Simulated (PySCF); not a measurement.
## Atomic charges by several schemes

BH2Cl.
Cartesian coordinates in Å at the PBE0-D3(BJ)/def2-SVP level; atoms count from 1:
```xyz
4
BClH2 angstrom
B      0.077    0.128    0.000
H      1.279    0.070    0.015
H     -0.535    1.164   -0.020
Cl    -0.821   -1.361    0.005
```

Density: PBE0/pcSseg-1 (PySCF); schemes: Mulliken, IAO, Hirshfeld and ESP-fitted. Isolated species at its PBE0-D3(BJ)/def2-SVP geometry, gas phase.

Question: Tabulate the Mulliken, IAO, Hirshfeld and ESP-fitted charges.

Answer: In e:

```
atom                 environment  Mulliken     IAO  Hirshfeld  ESP-fitted
  B1  boron bonded to Cl and 2 H    +0.139  -0.004     +0.151      +0.301
  H2              hydrogen on B1    +0.018  +0.019     -0.050      -0.079
  H3              hydrogen on B1    +0.019  +0.019     -0.050      -0.079
 Cl4        chlorine bonded to B    -0.176  -0.034     -0.051      -0.142
```

Mean size of the charges over all atoms: ESP-fitted 0.150 e, Mulliken 0.088 e, Hirshfeld 0.076 e, IAO 0.019 e. Each set sums to the total charge, 0, to within 0.001 e. The Mulliken scheme counts on each atom the diagonal of the density matrix times the overlap matrix over that atom's basis functions.

Lowest charge. All schemes agree: Mulliken Cl4 (-0.176); IAO Cl4 (-0.034); Hirshfeld Cl4 (-0.051); ESP-fitted Cl4 (-0.142).

Highest charge. The schemes don't all agree: Mulliken B1 (+0.139); IAO H2 and H3 (+0.019); Hirshfeld B1 (+0.151); ESP-fitted B1 (+0.301).

Question: How many electrons does the IAO scheme count on Cl4?

Answer: Z − q = 17 − (-0.034) = 17.034.

Question: Sum the charges by element, for elements with more than one atom.

Answer: 
| element | atoms | Mulliken | IAO | Hirshfeld | ESP-fitted |
| --- | --- | --- | --- | --- | --- |
| H | 2 | +0.037 | +0.038 | -0.100 | -0.159 |
